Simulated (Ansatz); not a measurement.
**CH4O4: one species, many methods**

One table from this session's results is given with a row withheld; the runs are named, their logs left out.

Program: Ansatz 0.2.0, Gaussian basis. Level of theory: functionals in def2-TZVPP, the program's frozen cores in correlated methods. These are calculated values, not measurements.

Plan: LDA (SPW92), PBE-D4, revPBE-D4, BLYP-D4, r2SCAN-D4, B97M-V, PBE0-D4, B3LYP-D4, r2SCANh-D4, r2SCAN0-D4, HSE06-D4, BHLYP-D4, CAM-B3LYP-D4, LC-ωPBE, ωB97X-V, ωB97M-V, B2PLYP, PBE-QIDH; CCSD(T)/def2-SVP; CCSD(T)/def2-TZVPP; MP2/def2-QZVPP; extrapolation to the limit; RPA on PBE.

## The geometry

The geometry comes from an earlier relaxation with PBE0-D4 in a triple-zeta def2 set; it is a stationary point, not always the lowest conformer.

SMILES `OC(O)(O)O`, 9 atoms, charge 0, spin multiplicity 1.

Atoms are counted from 1 here; the program's logs count them from 0.

Bond lengths: O1–C2 1.382 Å, O1–H6 0.963 Å, C2–O3 1.382 Å, C2–O4 1.382 Å, C2–O5 1.382 Å, O3–H7 0.963 Å, O4–H8 0.963 Å, O5–H9 0.963 Å. Angles: C2–O1–H6 107.2°, O1–C2–O3 113.9°, O1–C2–O4 107.3°, O1–C2–O5 107.3°, O3–C2–O4 107.3°, O3–C2–O5 107.3°, O4–C2–O5 113.9°, C2–O3–H7 107.2°, C2–O4–H8 107.2°, C2–O5–H9 107.2°.

Set-up of the first run:

Contents of in.yaml:

```yaml
crystal:
  periodic: [false, false, false]
  atoms:
    - {symbol: O, position_ang: [-0.959673, -0.538922, -0.830076]}
    - {symbol: C, position_ang: [0.009818, -0.005160, -0.002002]}
    - {symbol: O, position_ang: [0.691864, 1.062258, -0.555139]}
    - {symbol: O, position_ang: [0.935304, -1.001920, 0.243907]}
    - {symbol: O, position_ang: [-0.628205, 0.457957, 1.133335]}
    - {symbol: H, position_ang: [-1.701133, 0.075290, -0.832489]}
    - {symbol: H, position_ang: [1.295984, 0.703351, -1.213352]}
    - {symbol: H, position_ang: [0.442509, -1.807956, 0.429610]}
    - {symbol: H, position_ang: [0.002134, 1.008803, 1.609006]}
basis:
  gaussian: {orbitals: def2-TZVPP}
hamiltonian: {xc: lda}
output: {orbitals: {seedname: orbitals}}
```

Command:

```
$ ansatz run in.yaml --threads 2 --pin off --events-out ev --progress --plain --max-ram 4352MiB
```

Among the steps run: LDA; PBE-D4 (GGA); revPBE-D4 (GGA); BLYP-D4 (GGA); r2SCAN-D4 (meta-GGA); B97M-V (meta-GGA); B3LYP-D4 (hybrid); r2SCANh-D4 (hybrid); r2SCAN0-D4 (hybrid); HSE06-D4 (hybrid); BHLYP-D4 (hybrid); CAM-B3LYP-D4 (range-separated); LC-ωPBE (range-separated); ωB97X-V (range-separated); ωB97M-V (range-separated); B2PLYP (double hybrid); PBE-QIDH (double hybrid).

One of the session's tables, all rows but one given; the rest of the session is left out.

It belongs to the step «Orbital energies across the functionals». 

| functional | HOMO (eV) | LUMO (eV) | gap (eV) |
| --- | --- | --- | --- |
| LDA (SPW92) | -7.15 | -0.14 | 7.01 |
| PBE-D4 | -6.95 | 0.00 | 6.95 |
| revPBE-D4 | -6.87 | 0.07 | 6.94 |
| BLYP-D4 | -6.88 | -0.09 | 6.79 |
| r2SCAN-D4 | -7.37 | 0.77 | 8.14 |
| B97M-V | -7.51 | 0.26 | 7.78 |
| PBE0-D4 | -8.79 | 0.89 | 9.68 |
| B3LYP-D4 | -8.53 | 0.46 | 8.99 |
| r2SCANh-D4 | ? | ? | ? |
| r2SCAN0-D4 | -9.10 | 1.39 | 10.49 |
| HSE06-D4 | -8.38 | 0.52 | 8.90 |
| BHLYP-D4 | -10.62 | 1.46 | 12.08 |
| CAM-B3LYP-D4 | -10.36 | 1.59 | 11.95 |
| LC-ωPBE | -11.71 | 3.00 | 14.71 |
| ωB97X-V | -11.36 | 2.77 | 14.14 |
| ωB97M-V | -11.31 | 2.29 | 13.59 |

Q: Estimate the row for r2SCANh-D4 from the others.

Worked estimate for «HOMO (eV)». Against the share of exact exchange, r2SCAN-D4 (0, -7.37), r2SCAN0-D4 (0.25, -9.10) give a slope of -6.92 per unit share; at 0.1 the line stands at -8.06.

**Answer.** HOMO (eV): -8.06; LUMO (eV): 1.03; gap (eV): 9.09. In «HOMO (eV)» the line misses by 0.00.
